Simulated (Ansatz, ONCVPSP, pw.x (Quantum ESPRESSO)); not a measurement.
Pt (Z = 78): one change to the ONCV potential, in the atom and in the fcc crystal

Pt, optimised norm-conserving Vanderbilt (ONCV), made with ONCVPSP 4.0.1.1 (patched build) (PBE, scalar-relativistic). Core [Kr] 4d10 4f14, reference 5s2 5p6 5d9 6s1. Waves: 5s+6s: rc 1.80 bohr, ncon 4, nbas 8, qcut 7.7 1/bohr, 2 projectors; 5p: rc 1.70 bohr, ncon 4, nbas 8, qcut 9.6 1/bohr, local; 5d: rc 2.45 bohr, ncon 4, nbas 9, qcut 5.6 1/bohr, 1 projector. Local part: the p channel. Core correction: none.

Change: p: qcut 10.

Cutoffs, loose and tight: the cutoffs (Ha) at which the residual kinetic energy of the hardest occupied pseudo-wave falls to 1 and 0.1 mHa per electron. They do not see the model core or the augmentation charge, which bear on the density cutoff. Test errors are all-electron minus pseudo excitation energies from the reference, over the configurations 5s2 5p6 5d9 6s0; 5s2 5p6 5d8 6s0; 5s2 5p6 5d7 6s0; 5s2 5p6 5d9 6s0.5; variants that change the core or the reference have their own tests.

Crystal test: fcc Pt in pw.x 7.5, no spin, 14³ k-points, Fermi–Dirac smearing 0.01 Ry, cutoffs set for each file from its atomic test. The reference is all-electron LAPW (Ansatz 0.2.0) with the same functional, mesh and smearing; V0 and B0 come from Birch–Murnaghan fits to the pressures at five volumes. Errors are pseudo minus all-electron; Δ is the rms difference of the E(V) curves that follow from these fits, minima aligned, over ±6 % about the mean V0. Mesh and smearing are coarse, so the numbers serve the comparison and aren't converged zero-temperature values; the lattice is a test structure that the element need not adopt.

All-electron: a0 = 3.973 Å (V0 = 15.67 Å³/atom), B0 = 245.3 GPa.

Does the change bring the crystal closer to the all-electron result?

The mean pressure error goes from -9.26 to -34.86 GPa, so the change moves the solid further from the all-electron pressures.

```json
{"quantity": "outcome (atom)", "base": "generated", "changed": "generated"}
{"quantity": "cutoff, loose (atom)", "base": "24 Ha", "changed": "26 Ha"}
{"quantity": "cutoff, tight (atom)", "base": "31 Ha", "changed": "33 Ha"}
{"quantity": "bound ghosts (atom)", "base": "none", "changed": "s"}
{"quantity": "largest test error (meV) (atom)", "base": "-21", "changed": "-21"}
{"quantity": "cutoffs in pw.x (Ry)", "base": "75/300", "changed": "80/320"}
{"quantity": "a0 (Å)", "base": "3.924", "changed": "–"}
{"quantity": "a0 error (%)", "base": "-1.23", "changed": "–"}
{"quantity": "B0 error (%)", "base": "+10.8", "changed": "–"}
{"quantity": "Δ (meV/atom)", "base": "32.3", "changed": "–"}
{"quantity": "mean pressure error (GPa)", "base": "-9.26", "changed": "-34.86"}
```

A dash: not determined, or the minimum lies outside the volumes sampled.

Base: This is a poor potential for the solid. Changed file: This is a poor potential for the solid. Note: ghosts flagged at negative energy: s at -923.3 eV; no localised positive-energy state flagged. A true bound ghost makes a file unfit for plane-wave use.
